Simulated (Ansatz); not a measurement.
# A workflow on C2H3F (SMILES C=CF)

Aim: energy and gradient (PBE/splines), then energy and gradient (PBE/cc-pVDZ-DK), then energy and gradient (PBE/cc-pVTZ-DK), then energy and forces (PBE/x2c-TZVPall), then energy and forces (PBE/ANO-RCC-VTZP) of C2H3F. 

The results are computed with Ansatz 0.2.0.

## (1) The molecule

C2H3F has 6 atoms, charge 0, and is taken as a singlet. As SMILES, `C=CF`. The shape is that of a PBE0-D4/def2-TZVP optimisation.

Bond lengths: C1–C2 1.316 Å, C2–F3 1.336 Å, C1–H4 1.082 Å, C1–H5 1.081 Å, C2–H6 1.084 Å. Angles: C1–C2–F3 122.3°, C1–C2–H6 125.7°, F3–C2–H6 112.0°, C2–C1–H4 121.6°, C2–C1–H5 119.2°, H4–C1–H5 119.2°.

## (2) Energy and forces at PBE/splines (scalar, spline vacuum 5 angstrom) (run 1)

input.yaml reads:

```yaml
crystal:
  periodic: [false, false, false]
  atoms:
    - {symbol: C, position_ang: [-0.536200, 0.076400, -0.442800]}
    - {symbol: C, position_ang: [0.490000, -0.016300, 0.376600]}
    - {symbol: F, position_ang: [0.966200, -1.192400, 0.795500]}
    - {symbol: H, position_ang: [-1.043900, -0.803300, -0.816600]}
    - {symbol: H, position_ang: [-0.880200, 1.054100, -0.749700]}
    - {symbol: H, position_ang: [1.046100, 0.817400, 0.790700]}
basis:
  splines: {vacuum: 5}
hamiltonian: {xc: pbe, pseudopotentials: {relativity: scalar}}
accuracy: medium
output: {forces: true}
```

On the command line:

```sh
$ ansatz run input.yaml --threads 1 --pin off --max-ram 2610MiB --events-out events.jsonl --progress --plain --runs-dir runs
```

What it wrote:

```text
Warning: RAYON_NUM_THREADS=1 ignored (pool sized by the plan → 1); use --threads N
[... 17 lines left out ...]
Total energy: -4839.274047 eV
[... 5 lines left out ...]
Atom 5 at     1.046100     0.817400     0.790700 Å, force     0.128662     0.185016     0.095673 eV/Å
```

It took 43 s on 1 thread of Arm Neoverse V1, shared host; peak memory 1.3 GiB.

## (3) Energy and forces at PBE/cc-pVDZ-DK (sfX2C) (run 2)

Changes to input.yaml since step 2:

```diff
@@ -10,5 +10,7 @@
 basis:
-  splines: {vacuum: 5}
-hamiltonian: {xc: pbe, pseudopotentials: {relativity: scalar}}
-accuracy: medium
-output: {forces: true}
+  gaussian:
+    orbitals: cc-pVDZ-DK.json
+hamiltonian:
+  xc: pbe
+  pseudopotentials: {relativity: scalar}
+output: {forces: true, orbitals: {seedname: orbitals}}
```

The basis set cc-pVDZ-DK is read from a file made from the Basis Set Exchange's data (not shown).

On the command line:

```sh
$ ansatz run input.yaml --threads 1 --pin off --max-ram 2610MiB --events-out events.jsonl --progress --plain --runs-dir runs
```

What it wrote (excerpt; [...] marks lines left out):

```text
Warning: RAYON_NUM_THREADS=1 ignored (pool sized by the plan → 1); use --threads N
Functional definition: PBE
  name "PBE"
[...]
670 factors; their error is unknown
[...]
mean field -4836.70951351 eV, -177.7457961819 hartree, gradient 3.3e-5 eV, S^2 0.000000; 0 other end points of the search recorded, 0 dependent functions left out
[...]
reference -4836.70953390 eV, -177.7457969312 hartree; 12, 12 occupied and 45, 45 virtual orbitals, 670 factors
Total energy: -4836.70953390 eV, -177.7457969312 hartree
Relativity: scalar
Atom 0 at    -0.536200     0.076400    -0.442800 Å, force    -0.543178     0.162086    -0.437573 eV/Å
Atom 1 at     0.490000    -0.016300     0.376600 Å, force     0.368765    -0.062461     0.296250 eV/Å
Atom 2 at     0.966200    -1.192400     0.795500 Å, force     0.325893    -0.677841     0.282113 eV/Å
Atom 3 at    -1.043900    -0.803300    -0.816600 Å, force    -0.261911    -0.479882    -0.192174 eV/Å
Atom 4 at    -0.880200     1.054100    -0.749700 Å, force    -0.204968     0.529170    -0.181093 eV/Å
Atom 5 at     1.046100     0.817400     0.790700 Å, force     0.315398     0.528927     0.232477 eV/Å
Dipole moment:    -0.049525     0.204146    -0.046315 e Å
```

Wall time 0.97 s (1 thread of Arm Neoverse V1, shared host).

## (4) Energy and gradient at PBE/cc-pVTZ-DK (sfX2C) (run 3)

molecule.yaml reads:

```yaml
crystal:
  periodic: [false, false, false]
  atoms:
    - symbol: C
      position_ang: [-0.536200, 0.076400, -0.442800]
    - symbol: C
      position_ang: [0.490000, -0.016300, 0.376600]
    - symbol: F
      position_ang: [0.966200, -1.192400, 0.795500]
    - symbol: H
      position_ang: [-1.043900, -0.803300, -0.816600]
    - symbol: H
      position_ang: [-0.880200, 1.054100, -0.749700]
    - symbol: H
      position_ang: [1.046100, 0.817400, 0.790700]
basis:
  gaussian: {orbitals: cc-pVTZ-DK}
hamiltonian: {xc: pbe, pseudopotentials: {relativity: scalar}}
output: {forces: true, orbitals: {seedname: orbitals}}
```

On the command line:

```sh
$ ansatz run molecule.yaml --threads 1 --pin off --max-ram 2610MiB --events-out events.jsonl --progress --plain --runs-dir runs
```

What it wrote (excerpt; [...] marks lines left out):

```text
Warning: RAYON_NUM_THREADS=1 ignored (pool sized by the plan → 1); use --threads N
[... 2 set-up lines as earlier in the session ...]
[...]
656 factors; their error is unknown
[...]
mean field -4838.44861499 eV, -177.8097069826 hartree, gradient 4.7e-5 eV, S^2 0.000000; 0 other end points of the search recorded, 0 dependent functions left out
[...]
reference -4838.44864028 eV, -177.8097079121 hartree; 12, 12 occupied and 120, 120 virtual orbitals, 656 factors
Total energy: -4838.44864028 eV, -177.8097079121 hartree
Relativity: scalar
Atom 0 at    -0.536200     0.076400    -0.442800 Å, force    -0.334133     0.076281    -0.268343 eV/Å
Atom 1 at     0.490000    -0.016300     0.376600 Å, force     0.131075     0.261823     0.096165 eV/Å
Atom 2 at     0.966200    -1.192400     0.795500 Å, force     0.268076    -0.583192     0.232909 eV/Å
Atom 3 at    -1.043900    -0.803300    -0.816600 Å, force    -0.109365    -0.171012    -0.081374 eV/Å
Atom 4 at    -0.880200     1.054100    -0.749700 Å, force    -0.086415     0.197988    -0.075521 eV/Å
Atom 5 at     1.046100     0.817400     0.790700 Å, force     0.130762     0.218113     0.096163 eV/Å
Dipole moment:    -0.064400     0.221888    -0.058746 e Å
```

It took 2.1 s on 1 thread of Arm Neoverse V1, shared host; peak memory 0.11 GiB.

## (5) Energy and forces at PBE/x2c-TZVPall (sfX2C) (run 4)

run.yaml reads:

```yaml
crystal:
  periodic: [false, false, false]
  atoms:
    - {symbol: C, position_ang: [-0.536200, 0.076400, -0.442800]}
    - {symbol: C, position_ang: [0.490000, -0.016300, 0.376600]}
    - {symbol: F, position_ang: [0.966200, -1.192400, 0.795500]}
    - {symbol: H, position_ang: [-1.043900, -0.803300, -0.816600]}
    - {symbol: H, position_ang: [-0.880200, 1.054100, -0.749700]}
    - {symbol: H, position_ang: [1.046100, 0.817400, 0.790700]}
basis:
  gaussian: {orbitals: x2c-TZVPall.json}
hamiltonian: {xc: {name: PBE}, pseudopotentials: {relativity: scalar}}
output: {forces: true, orbitals: {seedname: orbitals}}
```

The basis set x2c-TZVPall is read from a file made from the Basis Set Exchange's data (not shown).

On the command line:

```sh
$ ansatz run run.yaml --threads 1 --pin off --max-ram 2610MiB --events-out events.jsonl --progress --plain --runs-dir runs
```

What it wrote (excerpt; [...] marks lines left out):

```text
Warning: RAYON_NUM_THREADS=1 ignored (pool sized by the plan → 1); use --threads N
[... 2 set-up lines as earlier in the session ...]
[...]
648 factors; their error is unknown
[...]
mean field -4838.67583953 eV, -177.8180573303 hartree, gradient 1.1e-5 eV, S^2 0.000000; 0 other end points of the search recorded, 0 dependent functions left out
[...]
reference -4838.67586767 eV, -177.8180583644 hartree; 12, 12 occupied and 99, 99 virtual orbitals, 648 factors
Total energy: -4838.67586767 eV, -177.8180583644 hartree
Relativity: scalar
Atom 0 at    -0.536200     0.076400    -0.442800 Å, force    -0.327463     0.055777    -0.262335 eV/Å
Atom 1 at     0.490000    -0.016300     0.376600 Å, force     0.117334     0.314393     0.083430 eV/Å
Atom 2 at     0.966200    -1.192400     0.795500 Å, force     0.281246    -0.623000     0.244746 eV/Å
Atom 3 at    -1.043900    -0.803300    -0.816600 Å, force    -0.127318    -0.189184    -0.095034 eV/Å
Atom 4 at    -0.880200     1.054100    -0.749700 Å, force    -0.094121     0.217224    -0.082307 eV/Å
Atom 5 at     1.046100     0.817400     0.790700 Å, force     0.150322     0.224791     0.111499 eV/Å
Dipole moment:    -0.070402     0.231387    -0.063842 e Å
```

It took 1.9 s on 1 thread of Arm Neoverse V1, shared host.

## (6) Energy and forces at PBE/ANO-RCC-VTZP (sfX2C) (run 5)

Changes to input.yaml since step 3:

```diff
@@ -10,7 +10,5 @@
 basis:
-  gaussian:
-    orbitals: cc-pVDZ-DK.json
-hamiltonian:
-  xc: pbe
-  pseudopotentials: {relativity: scalar}
+  gaussian: {orbitals: ANO-RCC-VTZP}
+total_charge: 0
+hamiltonian: {xc: pbe, pseudopotentials: {relativity: scalar}}
 output: {forces: true, orbitals: {seedname: orbitals}}
```

On the command line:

```sh
$ ansatz run input.yaml --threads 1 --pin off --max-ram 2610MiB --events-out events.jsonl --progress --plain --runs-dir runs
```

What it wrote (excerpt; [...] marks lines left out):

```text
Warning: RAYON_NUM_THREADS=1 ignored (pool sized by the plan → 1); use --threads N
[... 2 set-up lines as earlier in the session ...]
[...]
812 factors; their error is unknown
[...]
mean field -4838.90338452 eV, -177.8264194544 hartree, gradient 1.3e-5 eV, S^2 0.000000; 0 other end points of the search recorded, 0 dependent functions left out
[...]
reference -4838.90343473 eV, -177.8264212999 hartree; 12, 12 occupied and 120, 120 virtual orbitals, 812 factors
Total energy: -4838.90343473 eV, -177.8264212999 hartree
Relativity: scalar
Atom 0 at    -0.536200     0.076400    -0.442800 Å, force    -0.333164     0.031326    -0.266040 eV/Å
Atom 1 at     0.490000    -0.016300     0.376600 Å, force     0.101540     0.415643     0.067423 eV/Å
Atom 2 at     0.966200    -1.192400     0.795500 Å, force     0.292861    -0.662790     0.255344 eV/Å
Atom 3 at    -1.043900    -0.803300    -0.816600 Å, force    -0.117043    -0.164562    -0.087700 eV/Å
Atom 4 at    -0.880200     1.054100    -0.749700 Å, force    -0.078648     0.192847    -0.069167 eV/Å
Atom 5 at     1.046100     0.817400     0.790700 Å, force     0.134454     0.187536     0.100140 eV/Å
Dipole moment:    -0.080844     0.234975    -0.072270 e Å
```

Run time: 4.5 s. Hardware: 1 thread of Arm Neoverse V1, shared host; peak memory 0.14 GiB.

## (7) Summary of results

```
                                        quantity          value
                run 1, PBE/splines: total energy  -177.84004 Eh
                 run 1, PBE/splines: HOMO energy       -6.54 eV
                 run 1, PBE/splines: LUMO energy       -0.93 eV
               run 1, PBE/splines: HOMO–LUMO gap        5.62 eV
    run 1, PBE/splines: largest force on an atom     0.718 eV/Å
             run 2, PBE/cc-pVDZ-DK: total energy  -177.74580 Eh
            run 2, PBE/cc-pVDZ-DK: dipole moment         1.03 D
              run 2, PBE/cc-pVDZ-DK: HOMO energy       -6.19 eV
              run 2, PBE/cc-pVDZ-DK: LUMO energy       -0.40 eV
            run 2, PBE/cc-pVDZ-DK: HOMO–LUMO gap        5.79 eV
 run 2, PBE/cc-pVDZ-DK: largest force on an atom     0.803 eV/Å
             run 3, PBE/cc-pVTZ-DK: total energy  -177.80971 Eh
            run 3, PBE/cc-pVTZ-DK: dipole moment         1.15 D
              run 3, PBE/cc-pVTZ-DK: HOMO energy       -6.42 eV
              run 3, PBE/cc-pVTZ-DK: LUMO energy       -0.68 eV
            run 3, PBE/cc-pVTZ-DK: HOMO–LUMO gap        5.74 eV
 run 3, PBE/cc-pVTZ-DK: largest force on an atom     0.683 eV/Å
            run 4, PBE/x2c-TZVPall: total energy  -177.81806 Eh
           run 4, PBE/x2c-TZVPall: dipole moment         1.20 D
             run 4, PBE/x2c-TZVPall: HOMO energy       -6.48 eV
             run 4, PBE/x2c-TZVPall: LUMO energy       -0.77 eV
           run 4, PBE/x2c-TZVPall: HOMO–LUMO gap        5.70 eV
run 4, PBE/x2c-TZVPall: largest force on an atom     0.726 eV/Å
           run 5, PBE/ANO-RCC-VTZP: total energy  -177.82642 Eh
          run 5, PBE/ANO-RCC-VTZP: dipole moment         1.24 D
            run 5, PBE/ANO-RCC-VTZP: HOMO energy       -6.52 eV
```

**Reading.** The largest force (run 1, PBE/splines) is 0.72 eV/Å: the shape isn't a stationary point for this species at this level. The largest force (run 5, PBE/ANO-RCC-VTZP) is 0.77 eV/Å: the shape isn't a stationary point for this species at this level. The largest force (run 4, PBE/x2c-TZVPall) is 0.73 eV/Å: the shape isn't a stationary point for this species at this level. The largest force (run 3, PBE/cc-pVTZ-DK) is 0.68 eV/Å: the shape isn't a stationary point for this species at this level. The largest force (run 2, PBE/cc-pVDZ-DK) is 0.80 eV/Å: the shape isn't a stationary point for this species at this level. Mulliken charges (run 2, PBE/cc-pVDZ-DK) run from -0.13 on F3 to +0.11 on C2; they depend strongly on the basis.
